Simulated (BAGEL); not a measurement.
# CH4Si (SMILES C[SiH]): RI-MP2/def2-TZVP (density fitting with qzvpp-jkfit)

Aim: the energy change on altering one bond length of CH4Si at RI-MP2/def2-TZVP (density fitting with qzvpp-jkfit), from 2 runs. 

The results are computed with BAGEL 1.2.2.

2 further runs of the same task are left out: 2 set aside as unsound or not needed.

## (1) The system as given

The species is CH4Si (6 atoms), meant as a singlet with charge 0. SMILES: `C[SiH]`. The coordinates come from a PBE0-D4/def2-TZVP relaxation.

Bond lengths: C1–Si2 1.892 Å, C1–H3 1.098 Å, C1–H4 1.091 Å, C1–H5 1.098 Å, Si2–H6 1.531 Å. Angles: C1–Si2–H6 94.2°, Si2–C1–H3 109.7°, Si2–C1–H4 113.8°, Si2–C1–H5 109.5°, H3–C1–H4 109.0°, H3–C1–H5 105.5°, H4–C1–H5 109.0°.

## (2) The energy at RI-MP2/def2-TZVP (density fitting with qzvpp-jkfit)

mp2.json reads:

```json
{ "bagel": [

{
  "title": "molecule",
  "basis": "def2-tzvp.json",
  "df_basis": "qzvpp-jkfit",
  "angstrom": true,
  "geometry": [
    { "atom": "C", "xyz": [      -0.093500,      -0.366000,      -0.370300 ] },
    { "atom": "Si", "xyz": [       0.917300,       0.209800,       1.122300 ] },
    { "atom": "H", "xyz": [      -1.156900,      -0.410100,      -0.102200 ] },
    { "atom": "H", "xyz": [       0.215000,      -1.335600,      -0.763000 ] },
    { "atom": "H", "xyz": [      -0.024000,       0.382000,      -1.170800 ] },
    { "atom": "H", "xyz": [       0.142200,       1.520000,       1.284000 ] }
  ]
},

{ "title": "hf" },

{ "title": "mp2", "ncore": 6 }

]}
```

The basis set def2-TZVP is read from a file made from the Basis Set Exchange's data (not shown).

On the command line:

```
$ BAGEL_NUM_THREADS=1 BAGEL mp2.json > mp2.out
```

Log:

```text
* using 1 threads per process

  ===============================================================
  ===============================================================

  *** Geometry ***

  { "atom" : "C", "xyz" : [     -0.176689,     -0.691640,     -0.699766 ] },
  { "atom" : "Si", "xyz" : [      1.733446,      0.396465,      2.120840 ] },
  { "atom" : "H", "xyz" : [     -2.186224,     -0.774977,     -0.193130 ] },
  { "atom" : "H", "xyz" : [      0.406291,     -2.523918,     -1.441861 ] },
  { "atom" : "H", "xyz" : [     -0.045353,      0.721875,     -2.212491 ] },
  { "atom" : "H", "xyz" : [      0.268719,      2.872384,      2.426408 ] },

  Number of auxiliary basis functions:      275

  Since a DF basis is specified, we compute 2- and 3-index integrals:
    o Being stored without compression. Storage requirement is 0.019 GB

  Number of basis functions:       92
  Number of electrons      :       24

    * METHOD: MOLECULE                             0.07

  *** RHF ***

  === Nuclear Repulsion ===
    48.6036936582

      * DIIS with orbital gradients will be used.

  === RHF iteration (def2-tzvp.json) ===
      0       -328.96441370          0.02033652           0.02
      1       -329.05974646          0.00987597           0.02
      2       -329.08574681          0.00167009           0.02
      3       -329.08734024          0.00024088           0.02
      4       -329.08738756          0.00006023           0.02
      5       -329.08739001          0.00001618           0.02
      6       -329.08739017          0.00000442           0.02
      7       -329.08739019          0.00000108           0.02
      8       -329.08739019          0.00000029           0.02
      9       -329.08739019          0.00000011           0.02
     10       -329.08739019          0.00000003           0.02
     11       -329.08739019          0.00000001           0.02
    * SCF iteration converged.

    * Permanent dipole moment:
           (    0.281545,     0.046250,     0.330336) a.u.

    * METHOD: HF                                   0.27

  *** RHF ***

  === Nuclear Repulsion ===
    48.6036936582

      * DIIS with orbital gradients will be used.

  === RHF iteration (def2-tzvp.json) ===
      0       -329.08739019          0.00000000           0.02
    * SCF iteration converged.

    * Permanent dipole moment:
           (    0.281545,     0.046250,     0.330336) a.u.

  === DF-MP2 calculation ===

    * freezing 6 orbitals
    * 3-index integral transformation done
    * assembly done

      MP2 correlation energy:   -0.2726682030      0.01

      MP2 total energy:       -329.3600583944

    * METHOD: MP2                                  0.05

  ===============================================================
```

It took 0.56 s on 1 thread of Arm Neoverse V2, shared host.

## (3) The distorted shape

mp2.json reads:

```json
{ "bagel": [

{
  "title": "molecule",
  "basis": "def2-tzvp.json",
  "df_basis": "qzvpp-jkfit",
  "angstrom": true,
  "geometry": [
    { "atom": "C", "xyz": [    1.182545,   -0.313081,   -0.692011 ] },
    { "atom": "Si", "xyz": [    2.193345,    0.262719,    0.800589 ] },
    { "atom": "H", "xyz": [   -1.156900,   -0.410100,   -0.102200 ] },
    { "atom": "H", "xyz": [    1.491045,   -1.282681,   -1.084711 ] },
    { "atom": "H", "xyz": [    1.252045,    0.434919,   -1.492511 ] },
    { "atom": "H", "xyz": [    1.418245,    1.572919,    0.962289 ] }
  ]
},
{ "title": "hf" },
{ "title": "mp2", "ncore": 6 }

]}
```

The basis set def2-TZVP is read from a file made from the Basis Set Exchange's data (not shown).

On the command line:

```
$ BAGEL_NUM_THREADS=1 BAGEL mp2.json > mp2.out
```

Log:

```text
* using 1 threads per process

  ===============================================================
  ===============================================================

  *** Geometry ***

  { "atom" : "C", "xyz" : [      2.234686,     -0.591637,     -1.307711 ] },
  { "atom" : "Si", "xyz" : [      4.144821,      0.496467,      1.512894 ] },
  { "atom" : "H", "xyz" : [     -2.186224,     -0.774977,     -0.193130 ] },
  { "atom" : "H", "xyz" : [      2.817667,     -2.423916,     -2.049807 ] },
  { "atom" : "H", "xyz" : [      2.366022,      0.821878,     -2.820437 ] },
  { "atom" : "H", "xyz" : [      2.680095,      2.972386,      1.818463 ] },

  Number of auxiliary basis functions:      275

  Since a DF basis is specified, we compute 2- and 3-index integrals:
    o Being stored without compression. Storage requirement is 0.019 GB

  Number of basis functions:       92
  Number of electrons      :       24

    * METHOD: MOLECULE                             0.07

  *** RHF ***

  === Nuclear Repulsion ===
    45.8637882137

      * DIIS with orbital gradients will be used.

  === RHF iteration (def2-tzvp.json) ===
      0       -328.71048569          0.02109722           0.02
      1       -328.79512621          0.01761055           0.02
      2       -328.88855589          0.00236604           0.02
      3       -328.89307935          0.00053647           0.02
      4       -328.89343577          0.00022902           0.02
      5       -328.89350195          0.00008129           0.02
      6       -328.89351273          0.00003335           0.02
      7       -328.89351453          0.00001670           0.02
      8       -328.89351499          0.00000759           0.02
      9       -328.89351506          0.00000303           0.02
     10       -328.89351507          0.00000114           0.02
     11       -328.89351507          0.00000042           0.02
     12       -328.89351507          0.00000018           0.02
     13       -328.89351507          0.00000007           0.02
     14       -328.89351507          0.00000004           0.02
     15       -328.89351507          0.00000002           0.02
     16       -328.89351507          0.00000001           0.02
    * SCF iteration converged.

    * Permanent dipole moment:
           (   -0.676656,    -0.094262,     0.307434) a.u.

    * METHOD: HF                                   0.34

  *** RHF ***

  === Nuclear Repulsion ===
    45.8637882137

      * DIIS with orbital gradients will be used.

  === RHF iteration (def2-tzvp.json) ===
      0       -328.89351507          0.00000000           0.01
    * SCF iteration converged.

    * Permanent dipole moment:
           (   -0.676656,    -0.094262,     0.307434) a.u.

  === DF-MP2 calculation ===

    * freezing 6 orbitals
    * 3-index integral transformation done
    * assembly done

      MP2 correlation energy:   -0.2891161872      0.01

      MP2 total energy:       -329.1826312604

    * METHOD: MP2                                  0.05

  ===============================================================
```

It took 0.62 s on 1 thread of Arm Neoverse V2, shared host.

## (4) Summary of results

Level: RI-MP2/def2-TZVP (density fitting with qzvpp-jkfit), 6 core orbitals frozen.

| quantity | value |
| --- | --- |
| first shape: total energy | -329.36006 Eh |
| first shape: correlation energy (6 core orbitals frozen) | -272.7 mEh |
| distorted shape: total energy | -329.18263 Eh |
| distorted shape: correlation energy (6 core orbitals frozen) | -289.1 mEh |
| energy change with the C1–H3 bond stretched from 1.098 to 2.415 Å | 4.828 eV |

In words: One bond (distorted shape) is far stretched, which a spin-restricted single reference describes badly; perturbation theory on it can break down and give far too much correlation. With the C1–H3 bond stretched from 1.098 to 2.415 Å the energy rises by 4.83 eV (466 kJ/mol). The first shape isn't relaxed at this level, so the change isn't measured from a minimum. A restricted reference can't describe the breaking bond well at this length.
